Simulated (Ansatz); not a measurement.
Ansatz (an electronic-structure program) input (B3LYP-D3(BJ)/def2-TZVP):

Ansatz 0.2 input:
```yaml
crystal:
  periodic: [false, false, false]
  atoms:
    - {symbol: O, position_ang: [-0.00000000, -0.00000000, -0.11563587]}
    - {symbol: H, position_ang: [0.00000000, 0.00000000, 0.92508692]}
basis:
  gaussian:
    orbitals: def2-TZVP
hamiltonian:
  xc: b3lyp
  dispersion: d3bj
total_charge: 1
magnetization: {spin_polarized: true, initial_magnetization: 2}
phonons: {temperatures: {t_min: 298.15, t_max: 298.15, t_step: 100}}
```

Output:

```
Functional definition: B3LYP
integrals: 0.00 GiB planned
195 factors; their error is unknown
mean field: 0.07 GiB planned
mean field evaluation 1: about -2045.2797 eV, gradient 3.2e1 eV
mean field evaluation 2: about -2045.7700 eV, gradient 2.9e1 eV
mean field evaluation 4: about -2048.5660 eV, gradient 1.6e-1 eV
mean field evaluation 8: about -2048.5672 eV, gradient 3.8e-3 eV
mean field -2048.56724717 eV, -75.2834577648 hartree, gradient 2.8e-6 eV, S^2 2.005197; 0 other end points of the search recorded, 0 dependent functions left out
the calculation of the forces begins
reference -2048.56733760 eV, -75.2834610881 hartree; 5, 3 occupied and 32, 34 virtual orbitals, 195 factors
these checks for a lower state are left out or cut short: stability, starts, cluster_reference, orbital_swaps, neighbouring_geometries, increment
integrals: 0.00 GiB planned
195 factors; their error is unknown
mean field: 0.07 GiB planned
mean field evaluation 16: about -2048.5661 eV, gradient 1.3e-4 eV
mean field -2048.56724717 eV, -75.2834577648 hartree, gradient 5.2e-7 eV, S^2 2.005197; 0 other end points of the search recorded, 0 dependent functions left out
the calculation of the forces begins
reference -2048.56733760 eV, -75.2834610880 hartree; 5, 3 occupied and 32, 34 virtual orbitals, 195 factors
these checks for a lower state are left out or cut short: stability, starts, cluster_reference, orbital_swaps, neighbouring_geometries, increment
integrals: 0.00 GiB planned
195 factors; their error is unknown
mean field: 0.07 GiB planned
mean field -2048.56724717 eV, -75.2834577648 hartree, gradient 5.2e-7 eV, S^2 2.005197; 0 other end points of the search recorded, 0 dependent functions left out
the calculation of the forces begins
reference -2048.56733760 eV, -75.2834610880 hartree; 5, 3 occupied and 32, 34 virtual orbitals, 195 factors
these checks for a lower state are left out or cut short: stability, starts, cluster_reference, orbital_swaps, neighbouring_geometries, increment
integrals: 0.00 GiB planned
195 factors; their error is unknown
mean field: 0.07 GiB planned
mean field evaluation 32: about -2048.5661 eV, gradient 1.3e-4 eV
mean field -2048.56724717 eV, -75.2834577648 hartree, gradient 5.2e-7 eV, S^2 2.005197; 0 other end points of the search recorded, 0 dependent functions left out
the calculation of the forces begins
reference -2048.56733760 eV, -75.2834610880 hartree; 5, 3 occupied and 32, 34 virtual orbitals, 195 factors
these checks for a lower state are left out or cut short: stability, starts, cluster_reference, orbital_swaps, neighbouring_geometries, increment
integrals: 0.00 GiB planned
195 factors; their error is unknown
mean field: 0.07 GiB planned
mean field -2048.56724717 eV, -75.2834577648 hartree, gradient 5.2e-7 eV, S^2 2.005197; 0 other end points of the search recorded, 0 dependent functions left out
the calculation of the forces begins
reference -2048.56733760 eV, -75.2834610880 hartree; 5, 3 occupied and 32, 34 virtual orbitals, 195 factors
these checks for a lower state are left out or cut short: stability, starts, cluster_reference, orbital_swaps, neighbouring_geometries, increment
integrals: 0.00 GiB planned
195 factors; their error is unknown
mean field: 0.07 GiB planned
mean field -2048.56714759 eV, -75.2834541051 hartree, gradient 2.8e-6 eV, S^2 2.005168; 0 other end points of the search recorded, 0 dependent functions left out
the calculation of the forces begins
reference -2048.56723802 eV, -75.2834574285 hartree; 5, 3 occupied and 32, 34 virtual orbitals, 195 factors
these checks for a lower state are left out or cut short: stability, starts, cluster_reference, orbital_swaps, neighbouring_geometries, increment
integrals: 0.00 GiB planned
195 factors; their error is unknown
mean field: 0.07 GiB planned
mean field -2048.56714674 eV, -75.2834540738 hartree, gradient 2.8e-6 eV, S^2 2.005227; 0 other end points of the search recorded, 0 dependent functions left out
the calculation of the forces begins
reference -2048.56723716 eV, -75.2834573970 hartree; 5, 3 occupied and 32, 34 virtual orbitals, 195 factors
these checks for a lower state are left out or cut short: stability, starts, cluster_reference, orbital_swaps, neighbouring_geometries, increment
integrals: 0.00 GiB planned
195 factors; their error is unknown
mean field: 0.07 GiB planned
mean field evaluation 64: about -2048.5661 eV, gradient 1.3e-4 eV
mean field -2048.56724717 eV, -75.2834577648 hartree, gradient 5.2e-7 eV, S^2 2.005197; 0 other end points of the search recorded, 0 dependent functions left out
the calculation of the forces begins
reference -2048.56733760 eV, -75.2834610880 hartree; 5, 3 occupied and 32, 34 virtual orbitals, 195 factors
these checks for a lower state are left out or cut short: stability, starts, cluster_reference, orbital_swaps, neighbouring_geometries, increment
integrals: 0.00 GiB planned
195 factors; their error is unknown
mean field: 0.07 GiB planned
mean field -2048.56724717 eV, -75.2834577648 hartree, gradient 5.2e-7 eV, S^2 2.005197; 0 other end points of the search recorded, 0 dependent functions left out
the calculation of the forces begins
reference -2048.56733760 eV, -75.2834610880 hartree; 5, 3 occupied and 32, 34 virtual orbitals, 195 factors
these checks for a lower state are left out or cut short: stability, starts, cluster_reference, orbital_swaps, neighbouring_geometries, increment
integrals: 0.00 GiB planned
195 factors; their error is unknown
mean field: 0.07 GiB planned
mean field -2048.56724717 eV, -75.2834577648 hartree, gradient 5.2e-7 eV, S^2 2.005197; 0 other end points of the search recorded, 0 dependent functions left out
the calculation of the forces begins
reference -2048.56733760 eV, -75.2834610880 hartree; 5, 3 occupied and 32, 34 virtual orbitals, 195 factors
these checks for a lower state are left out or cut short: stability, starts, cluster_reference, orbital_swaps, neighbouring_geometries, increment
integrals: 0.00 GiB planned
195 factors; their error is unknown
mean field: 0.07 GiB planned
mean field -2048.56724717 eV, -75.2834577648 hartree, gradient 5.2e-7 eV, S^2 2.005197; 0 other end points of the search recorded, 0 dependent functions left out
the calculation of the forces begins
reference -2048.56733760 eV, -75.2834610880 hartree; 5, 3 occupied and 32, 34 virtual orbitals, 195 factors
these checks for a lower state are left out or cut short: stability, starts, cluster_reference, orbital_swaps, neighbouring_geometries, increment
integrals: 0.00 GiB planned
195 factors; their error is unknown
mean field: 0.07 GiB planned
mean field evaluation 96: about -2048.5660 eV, gradient 5.3e-5 eV
mean field -2048.56714674 eV, -75.2834540738 hartree, gradient 2.8e-6 eV, S^2 2.005227; 0 other end points of the search recorded, 0 dependent functions left out
the calculation of the forces begins
reference -2048.56723716 eV, -75.2834573970 hartree; 5, 3 occupied and 32, 34 virtual orbitals, 195 factors
these checks for a lower state are left out or cut short: stability, starts, cluster_reference, orbital_swaps, neighbouring_geometries, increment
integrals: 0.00 GiB planned
195 factors; their error is unknown
mean field: 0.07 GiB planned
mean field -2048.56714759 eV, -75.2834541051 hartree, gradient 2.8e-6 eV, S^2 2.005168; 0 other end points of the search recorded, 0 dependent functions left out
the calculation of the forces begins
reference -2048.56723802 eV, -75.2834574285 hartree; 5, 3 occupied and 32, 34 virtual orbitals, 195 factors
Total energy: -2048.57404015 eV, -75.2837074022 hartree
Atom 0 at    -0.000000    -0.000000    -0.115636 Å, force     0.000000    -0.000000     0.000001 eV/Å
Atom 1 at     0.000000     0.000000     0.925087 Å, force    -0.000000     0.000000    -0.000001 eV/Å
Dipole moment:    -0.000000     0.000000     0.428974 e Å
Vibrations: 3029.51 cm⁻¹, zero-point energy 0.187805 eV
```
